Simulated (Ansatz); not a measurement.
A made-up structure of CH$_{2}$Na, doublet:

C1  (-0.206, -0.029, -0.163)
Na2  (1.751, 0.246, 1.391)
H3  (-0.925, 0.872, -0.596)
H4  (-0.621, -1.089, -0.632)
(Å)

It is relaxed with PBE-D4/def2-SVP and then PBE0-D4/def2-TZVP (Ansatz 0.2.0). Atoms count as bonded within 1.22 times the sum of their covalent radii (H–H: 0.88 Å). The end point is not checked to be a true minimum.

(1) Does its bonding change? (Judge from chemistry; the calculation decides.)

Answers

(1) The calculation gives: No: no bond forms or breaks.

Where it ends: The first stage lowers the energy by 0.47 eV in 5 steps. It ends as CH₂Na ([CH2][Na]):
```
4
angstrom
C -0.1835 -0.0258 -0.1457
Na 1.5635 0.2198 1.2415
H -0.8259 0.7780 -0.5318
H -0.5542 -0.9721 -0.5640
```

Labels in which every atom is bracketed show which atoms are joined, not bond orders.

For scale, one of the runs: PBE0-D4/def2-TZVP relaxation, 75 basis functions, launched by `ansatz run in.yaml --threads 2 --pin off --events-out ev --progress --plain --max-ram 4352MiB`. The run took about 10 s on 2 CPU threads of an Arm Neoverse N1 (shared host).
